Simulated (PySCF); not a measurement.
## AlSi: from constants to spectrum

UHF-CCSD(T) constants of AlSi, ⁴Σ⁻ (quartet), unpaired electrons σ ↑, π ↑↑ (Al jorge-DZP-DKH, Si jorge-DZP-DKH; spin-free X2C with a Gaussian nucleus (PySCF 2.14); masses 26.9815 and 27.9769 u):

| Quantity | Value |
| --- | --- |
| ωe | 374.1 cm⁻¹ |
| ωexe | 1.74 cm⁻¹ |
| Be | 0.20323 cm⁻¹ |
| αe | 0.00137 cm⁻¹ |
| D (centrifugal) | 2.4e-07 cm⁻¹ |
| De to Al + Si | 2.22 eV |

(1) Give the vibrational terms G(v) and spacings up to v = 6.

(2) How well does the Morse estimate ωe²/(4ωexe) reproduce De, and what is D0?

Correlated steps freeze 10 core orbitals. Correlated levels converge slowly with the basis: in double zeta they bind strong bonds too weakly, by up to about 1 eV, and carry superposition errors of some tenths. The state is the lowest determinant that a PBE0 search found; another state may lie lower at other levels.

Answers

(1) G(v) = ωe(v+½) − ωexe(v+½)².

```
v  G(v) (cm⁻¹)  G(v) − G(v−1)  Bv (cm⁻¹)
0        186.6                    0.2025
1        557.2          370.6     0.2012
2        924.4          367.1     0.1998
3       1288.0          363.7     0.1984
4       1648.2          360.2     0.1971
5       2004.9          356.7     0.1957
6       2358.1          353.2     0.1943
```

(2) It gives 2.49 eV, 112 % of the computed De. D0 = De − G(0) = 2.22 − 0.02 = 2.20 eV.
